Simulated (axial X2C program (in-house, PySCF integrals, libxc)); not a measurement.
# Working with the constants of Li₂

A bond curve at the CCSD(T) level, 2c, was computed with an in-house relativistic program for diatomic molecules (basis Li dyall-cv3z [7s8p2d] (cores contracted in-house)) for the state Ω = 0 (closed shell). Its fit gives Re = 2.7060 Å, ωe = 344.9 cm⁻¹, ωexe = 2.49 cm⁻¹ and αe = 6.696e-03 cm⁻¹; the masses are 7.0160 and 7.0160 u. Two-component means X2C with spin–orbit coupling and atomic mean-field Coulomb and Gaunt terms.

Correlated methods: 2 electrons correlated (number of frozen shells: Li 1 s), 146 virtual spin orbitals or spinors in MP2, 44 natural virtuals in coupled cluster.

(1) Find the reduced mass, Be and the force constant.

(2) A Morse curve ties αe to the other constants (Pekeris). How well does that hold?

(3) Estimate the centrifugal constant by the Kratzer relation.

(4) Estimate De from a Morse curve and compare with the computed well depth of 1.023 eV to Li + Li.

(5) Where do the fundamental and the first overtone lie?

One determinant describes the state; a PBE0 search over occupations chose it and may have missed a lower one. Dissociation energies refer to the lowest single-determinant-based atoms at the same level and basis. Coupled cluster ran in a truncated set of natural virtual spinors; the MP2 energy of the rest was added. (T) has no such correction and the atoms are truncated less, which lowers De at CCSD(T) by a hundredth of an eV or more.

Answers

(1) From the CCSD(T) values: μ = 3.5080 u. Be = 16.8576/(μ Re²) = 0.6563 cm⁻¹. k = 5.8918×10⁻⁷ μ ωe² = 0.246 mdyn/Å.

(2) αe(Morse) = 6Be²/ωe × (√(ωexe/Be) − 1) = 7.102e-03 cm⁻¹; the CCSD(T) curve gives 6.696e-03 cm⁻¹, a ratio of 1.06.

(3) D = 4Be³/ωe² = 9.50e-06 cm⁻¹.

(4) De(Morse) = ωe²/(4ωexe) = 1.481 eV against 1.023 eV computed, a ratio of 1.45. The extrapolation overshoots: the well softens faster than a Morse curve, or the lowest atomic limit lies below the one to which the curve heads.

(5) ν(1←0) = ωe − 2ωexe = 339.9 cm⁻¹; ν(2←0) = 2ωe − 6ωexe = 674.9 cm⁻¹.
